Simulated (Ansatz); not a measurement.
Other settings, tried on AlH2(OMe) (CH5AlO).

```yaml
crystal:
  periodic: [false, false, false]
  atoms:
    - {symbol: Al, position_ang: [0.682554, 1.303874, 0.825374]}
    - {symbol: H, position_ang: [2.209324, 1.224496, 1.229969]}
    - {symbol: H, position_ang: [-0.232274, 2.551203, 1.154376]}
    - {symbol: O, position_ang: [0.009232, 0.019168, 0.022609]}
    - {symbol: C, position_ang: [-0.549626, -1.050336, -0.666036]}
    - {symbol: H, position_ang: [-1.330179, -0.705532, -1.353695]}
    - {symbol: H, position_ang: [-1.002153, -1.761020, 0.033831]}
    - {symbol: H, position_ang: [0.213122, -1.581854, -1.246429]}
basis:
  gaussian: {orbitals: STO-3G}
hamiltonian: {xc: {name: B3LYP5}}
scf: {omitted_lower_state_checks: [starts]}
```

```sh
$ ansatz run in.yaml --threads 4 --pin off --events-out ev --progress --plain --max-ram 3916MiB
```

Output, abridged:

```
Functional definition: B3LYP5
302 factors; integrals over basis functions are off by at most 3.0e-5 eV
mean field evaluation 1: about -9635.9097 eV, gradient 2.7e1 eV
mean field evaluation 2: about -9632.9808 eV, gradient 4.4e1 eV
mean field evaluation 4: about -9638.2176 eV, gradient 8.7e-1 eV
mean field evaluation 8: about -9638.1781 eV, gradient 4.7e-3 eV
mean field -9638.17811942 eV, -354.1965128969 hartree, gradient 2.8e-5 eV, S^2 0.000000; 0 other end points of the search recorded, 0 dependent functions left out
reference -9638.17829353 eV, -354.1965192955 hartree; 16, 16 occupied and 8, 8 virtual orbitals, 302 factors
Total energy: -9638.17829353 eV, -354.1965192955 hartree
Checks for a lower state left out: starts
```
